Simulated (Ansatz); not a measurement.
Input for Ansatz (development build ahead of 0.2.0):

```yaml
crystal:
  periodic: [false, false, false]
  atoms:
    - { symbol: B, position_ang: [-5.0e-05, 0.00037, -0.00093] }
    - { symbol: H, position_ang: [1.20561, -0.00017, -0.00034] }
    - { symbol: H, position_ang: [-0.60361, 1.04549, 0.00072] }
    - { symbol: H, position_ang: [-0.60266, -1.0456, -0.00036] }
basis:
  gaussian: { orbitals: def2-TZVP }
hamiltonian:
  xc: hf
correlation:
  method: mp2
  frozen_orbitals: { B: 1, H: 0 }
```

The input is written out in the form of the current development build from the run's settings.

Results

* Converged: yes
* Reference energy: -26.39974 hartree
* Correlation energy: -0.10601 hartree
* Total energy: -26.50575 hartree
* Spin squared of the determinant: 0.000
